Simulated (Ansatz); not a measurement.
Cl, doublet: reading a ladder of total energies

A free Cl atom.

Basis 6-31++G** (Cartesian d functions); Ansatz 0.2.0. Correlated methods freeze the noble-gas cores, which leaves 7 electrons in 18 orbitals. Prefix R: restricted or restricted open-shell reference; prefix U: unrestricted.

Full CI isn't at hand for all of this; UCCSDTQ serves as the reference, and is uncertain by about the last step of the cluster series.

Runs differ by some tens of microhartree through their thresholds and, for an open shell, their frozen cores, so steps under 0.03 kcal/mol mean nothing.

| level | total energy (hartree) |
| --- | --- |
| UHF | -459.448712 |
| UMP2 | -459.554090 |
| UCCSD | -459.570761 |
| UCCSD(T) | -459.572330 |
| UCCSDT | -459.572594 |
| UCCSDT(Q) | -459.572676 |
| UCCSDTQ | -459.572684 |

Question: What is the correlation energy at UCCSDTQ, and what share of it do UMP2 and UCCSDT recover?

Answer: E(corr) = -459.572684 − (-459.448712) = -0.123972 hartree = -3.373 eV. UMP2: -0.105378 / -0.123972 = 85.00 %. UCCSDT: -0.123882 / -0.123972 = 99.93 %.

Question: By how many kcal/mol does UCCSD(T) miss UCCSDTQ (1 hartree = 627.509 kcal/mol), and which steps make up the rest?

Answer: -459.572330 − (-459.572684) = 0.000354 hartree = 0.22 kcal/mol. Steps: UCCSDT − UCCSD(T) = -0.17, UCCSDT(Q) − UCCSDT = -0.05, UCCSDTQ − UCCSDT(Q) = -0.01 kcal/mol. That is within 1 kcal/mol of the reference in this basis, which itself misses far more of the correlation at the basis-set limit.
